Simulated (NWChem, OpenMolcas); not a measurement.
**CHCl2F (SMILES FC(Cl)Cl): the dipole moment, rung by rung**

CHCl2F has 5 atoms, charge 0, and is taken as a singlet. SMILES: `FC(Cl)Cl`. The shape is that of a PBE0-D4/def2-TZVP optimisation.

| atom | x (Å) | y (Å) | z (Å) |
| --- | --- | --- | --- |
| F | -0.5906 | 0.1325 | 1.2304 |
| C | 0.0064 | 0.0994 | 0.0307 |
| Cl | 1.4599 | -0.8868 | 0.1269 |
| Cl | -1.1204 | -0.5252 | -1.1671 |
| H | 0.2946 | 1.1064 | -0.2625 |

Quantity: the dipole moment, in D. The values are calculated.

Measured value to compare with: NIST CCCBDB gives the dipole moment of the gas as 1.29 D.

```csv
level,kind,program,value (D),computed − measured,CPU time
HF/def2-SVPD,Hartree–Fock,OpenMolcas,1.44,+0.15,15 s
SVWN5/def2-SVPD,LDA,NWChem,1.22,-0.07,19 s
BLYP/def2-SVPD,GGA,OpenMolcas,1.21,-0.08,31 s
PBE/def2-SVPD,GGA,OpenMolcas,1.20,-0.09,31 s
revPBE/def2-SVPD,GGA,OpenMolcas,1.19,-0.10,30 s
r2SCAN/def2-SVPD,meta-GGA,OpenMolcas,1.25,-0.04,35 s
PBE0/def2-SVPD,global hybrid,OpenMolcas,1.27,-0.02,32 s
CAM-B3LYP/def2-SVPD,range-separated hybrid,NWChem,1.31,+0.02,92 s
```

Nearest: PBE0/def2-SVPD (-0.02 D), CAM-B3LYP/def2-SVPD (+0.02 D); farthest: HF/def2-SVPD (+0.15 D). The measured dipole is a vibrational average, so differences of a few hundredths of a debye mean little. Computed less measured by kind, in D (def2-SVPD rows): Hartree–Fock +0.15; LDA -0.07; GGA -0.10 to -0.08; meta-GGA -0.04; global hybrid -0.02; range-separated hybrid +0.02. CPU times are rough (shared hosts, several kinds of processor): they show what a rung costs within a factor of a few.
